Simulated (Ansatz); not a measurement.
Geometry optimisation, Ansatz, RKS PBE/def2-SVP.

input.yaml

```yaml
crystal:
  periodic: [false, false, false]
  atoms:
    - { symbol: "N", position_ang: [0.1649, 1.08501, -0.79055] }
    - { symbol: C, position_ang: [0.40341, 0.05257, 0.12548] }
    - { symbol: S, position_ang: [0.50546, -1.5242, -0.80607] }
    - { symbol: S, position_ang: [-0.85395, -0.09558, 1.52274] }
    - { symbol: H, position_ang: [-0.69231, 0.96353, -1.31553] }
    - { symbol: H, position_ang: [0.20367, 2.0059, -0.37586] }
    - { symbol: H, position_ang: [1.34551, 0.21147, 0.6512] }
    - { symbol: H, position_ang: [0.22402, -0.98814, -1.99007] }
    - { symbol: H, position_ang: [-1.87748, -0.4238, 0.73747] }
basis:
  gaussian: { orbitals: def2-SVP }
hamiltonian:
  xc: pbe
relax:
  f_tol: 0.015
  max_steps: 40
```

Command:

```bash
$ ansatz run input.yaml --threads 1 --pin off --max-ram 2048MiB --backend cpu --events-out ev --progress --plain --runs-dir out
```

Q: Where does it end, and by what steps?

A: The forces met the threshold. The force dipped under the threshold on the way, but the program's further checks kept it going. After 10 steps the energy has fallen by 0.256 eV; H8 moved furthest, 0.65 Å.

```
step  energy less start (eV)  largest force component (eV/Å)  accepted
   0                  0.0000                           0.989       yes
   1                 -0.1370                           0.418       yes
   2                 -0.1690                           1.108       yes
   3                 -0.2111                           0.350       yes
   4                 -0.2354                           0.188       yes
   5                 -0.2311                           0.268        no
   6                 -0.2501                           0.095       yes
   7                 -0.2560                           0.030       yes
   8                 -0.2556                           0.064        no
   9                 -0.2564                           0.008       yes
  10                 -0.2565                           0.008       yes
```

```xyz
9
Properties=species:S:1:pos:R:3
N 0.092 1.152 -0.837
C 0.315 0.048 0.039
S 0.148 -1.546 -0.859
S -0.758 -0.110 1.579
H -0.853 1.114 -1.242
H 0.193 2.045 -0.336
H 1.331 0.126 0.481
H 0.857 -1.145 -1.957
H -1.901 -0.396 0.890
```

The run took 31 s on 1 CPU thread of a shared host.
